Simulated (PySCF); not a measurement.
Simulated outer-valence photoelectron spectrum of `C#CCF` (HC≡CCH2F). Method used: EOM-IP-CCSD/aug-cc-pVDZ in PySCF, restricted Hartree–Fock reference, 4 core orbitals frozen, non-relativistic, gas phase, PBE0-D3(BJ)/def2-SVP geometry.

Each root has a Gaussian of 0.3 eV full width with its one-hole share as area; cross sections and vibrations are left out, and the highest printed point is 100.

```csv
ionisation energy (eV),intensity
10.6,1
10.8,26
11.0,53
11.2,39
11.4,49
11.6,7
11.8,0
12.0,0
12.2,0
12.4,0
12.6,0
12.8,0
13.0,0
13.2,2
13.4,39
13.6,99
13.8,30
14.0,1
14.2,0
14.4,0
14.6,0
14.8,0
15.0,0
15.2,0
15.4,0
15.6,0
15.8,0
16.0,0
16.2,0
16.4,0
16.6,0
16.8,0
17.0,10
17.2,54
17.4,68
17.6,100
17.8,23
18.0,1
18.2,1
18.4,24
18.6,49
18.8,9
19.0,0
```

Problem. Where are the maxima, and how many lines lie under the curve?

Solution. 5 maxima, at 11.0, 11.3, 13.6, 17.6 and 18.6 eV, from 8 lines. At this width some lines have no maximum of their own.

Problem. List the lines with their holes.

Solution. 
```tsv
E (eV)	leading hole (HF orbital)	area	Koopmans (eV)
10.96	HOMO	0.97	10.94
11.34	HOMO-1	0.97	11.27
13.54	HOMO-2	0.95	15.22
13.64	HOMO-3	0.95	15.72
17.23	HOMO-4	0.94	19.07
17.53	HOMO-6	0.94	19.66
17.61	HOMO-5	0.94	19.44
18.56	HOMO-7	0.92	20.69
```

The widest gap, 3.59 eV, lies between 13.64 and 17.23 eV. Only orbitals with −ε under 21 eV, eight at most, were ionised, so the high end of the curve may lack lines.
